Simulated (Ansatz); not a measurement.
This geometry of CH6AlN + H (10 atoms, charge 0, multiplicity 2) is a first-order saddle point.

Computed with Ansatz, UKS PBE/6-31G*.

```xyz
10
Properties=species:S:1:pos:R:3
Al -0.032 -0.039 -0.056
H 0.052 -0.191 1.564
N 1.556 0.010 -0.890
H 2.454 -0.051 -0.412
H 1.699 0.102 -1.895
C -1.710 0.098 -1.082
H -2.367 -0.770 -0.893
H -2.281 0.996 -0.783
H -1.538 0.158 -2.170
H 0.286 -0.311 3.293
```

(1) Which two structures does it join? (They come from a converged band through this point; their orientation in space is the band's.)

(2) How far does it lie above each of them?

## Answers

(1) Bonds broken: Al1–H2. Bonds formed: H2–H10. CH6AlN + H becomes CH5AlN + H2.

First end point:

```xyz
10
Properties=species:S:1:pos:R:3
Al -0.031 -0.020 -0.164
H 0.051 -0.170 1.433
N 1.550 0.019 -1.012
H 2.452 -0.072 -0.544
H 1.682 0.077 -2.022
C -1.712 0.102 -1.186
H -2.336 -0.797 -1.035
H -2.318 0.963 -0.851
H -1.547 0.212 -2.271
H 0.327 -0.314 4.326
```

Last end point:

```xyz
10
Properties=species:S:1:pos:R:3
Al 0.234 -0.817 -0.526
H -0.339 -0.100 2.535
N 1.677 -0.111 -1.347
H 2.637 -0.428 -1.213
H 1.653 0.677 -1.998
C -1.545 -0.007 -0.921
H -2.259 -0.770 -1.277
H -1.975 0.449 -0.012
H -1.455 0.776 -1.696
H -0.509 0.330 3.129
```

(2) 2.2 kJ/mol above the first and 92.4 kJ/mol above the second. This is the barrier of this one path; another mechanism may lie lower.

Time of the run: 110 s on 1 thread of INTEL(R) XEON(R) PLATINUM 8581C CPU @ 2.30GHz (Emerald Rapids) (shared host), peak memory 0.17 GiB.
